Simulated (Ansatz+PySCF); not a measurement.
Values are calculated unless marked as measured or tabulated.
## Ansatz (development build ahead of 0.2.0) run

```yaml
crystal:
  periodic: [false, false, false]
  atoms:
    - { symbol: C, position_ang: [0.0, 0.0, 0.0] }
    - { symbol: H, position_ang: [0.82418, 0.82418, 0.82418] }
    - { symbol: H, position_ang: [0.63399, -0.63399, -0.63399] }
    - { symbol: H, position_ang: [-0.63399, 0.63399, -0.63399] }
    - { symbol: H, position_ang: [-0.63399, -0.63399, 0.63399] }
basis:
  gaussian: { orbitals: "6-31G" }
hamiltonian:
  xc: pbe0
scf:
  omitted_lower_state_checks: [starts, atomic_configurations, cluster_reference, orbital_swaps, given_window_search, neighbouring_geometries, increment]
output:
  forces: true
```

The input is written out in the form of the current development build from the run's settings.

Results

```json
{"Converged": "yes", "Total energy": "-40.40900 hartree", "Spin squared of the determinant": "0.000", "Stability test": "minimum among restricted orbitals"}
```

Forces (eV/Å):
| atom | Fx | Fy | Fz |
| --- | --- | --- | --- |
| C1 | 2.130 | 2.130 | 2.130 |
| H2 | -2.806 | -2.806 | -2.806 |
| H3 | 0.131 | 0.272 | 0.272 |
| H4 | 0.272 | 0.131 | 0.272 |
| H5 | 0.272 | 0.272 | 0.131 |
